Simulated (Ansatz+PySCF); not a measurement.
**doublet C3H2N: levels of theory in one basis**

```xyz
6

C     0.0000   -0.0012   -1.0934
C     0.0000    0.1853    0.1960
C     0.0000    0.0284    1.5219
N     0.0000   -0.0437    2.6953
H     0.0000   -1.0020   -1.5274
H     0.0000    0.8332   -1.7924
```

Basis set: cc-pVTZ (spherical functions). Correlated methods keep 4 orbitals frozen. Correlation on ROHF uses semicanonical orbitals with singles. Charge 0, multiplicity 2.

Computed with Ansatz (development build ahead of 0.2.0) and PySCF 2.14.0; each method stands on the lowest determinant of its kind that the runs found.

```
      method  E − E(ROHF) (eV)  <S²> of the determinant
        ROHF              0.00                     0.75
         UHF             -0.77                     1.39
    ROHF-MP2            -17.39                        –
ROHF-CCSD(T)            -18.74                        –
```

Q: What does UHF-MP2 give on the same scale?

A: -16.23 eV.

Caution for ROHF, ROHF-MP2, ROHF-CCSD(T): an unrestricted determinant lies well below. Caution for UHF, UHF-MP2: the unrestricted determinant is spin contaminated. Caution for ROHF-MP2, UHF-MP2: forces differ strongly between restricted and unrestricted references.
